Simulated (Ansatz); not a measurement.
Barrier H + FH via FH2, on the benchmark's geometries as Psi4's copy gives them; open shells unrestricted, no zero-point energy, no spin–orbit coupling.
Transition structure (charge 0, multiplicity 2):
```tsv
atom	x (Å)	y (Å)	z (Å)
H	0.0000	0.0000	1.1372
F	0.0000	0.0000	0.0000
H	0.0000	0.0000	-1.1372
```

Frozen-core correlation. CBS: X⁻³ extrapolation of the correlation energy, Hartree–Fock from the larger set.

Programs: Ansatz (a program for electronic structure). Values without a source in brackets are computed.

Barrier heights (kcal/mol): PBE/def2-TZVPPD 27.16; B3LYP/def2-TZVPPD 31.13; wB97M-V/def2-TZVPPD 37.16; CCSD(T)/CBS(aug-cc-pVTZ, aug-cc-pVQZ) 41.94.

Question: With all else equal, by what factor does exp(−ΔE‡/RT) at 298.15 K differ from its value at CCSD(T)/CBS(aug-cc-pVTZ, aug-cc-pVQZ)?

Answer: 
RT = 0.5925 kcal/mol, so the factor is exp(−(ΔE‡ − 41.94)/RT): PBE/def2-TZVPPD 6.9e+10; B3LYP/def2-TZVPPD 8.4e+07; wB97M-V/def2-TZVPPD 3200. Each 1.36 kcal/mol is a factor of ten. CCSD(T)/CBS(aug-cc-pVTZ, aug-cc-pVQZ) is the comparison, a level with limits of its own.
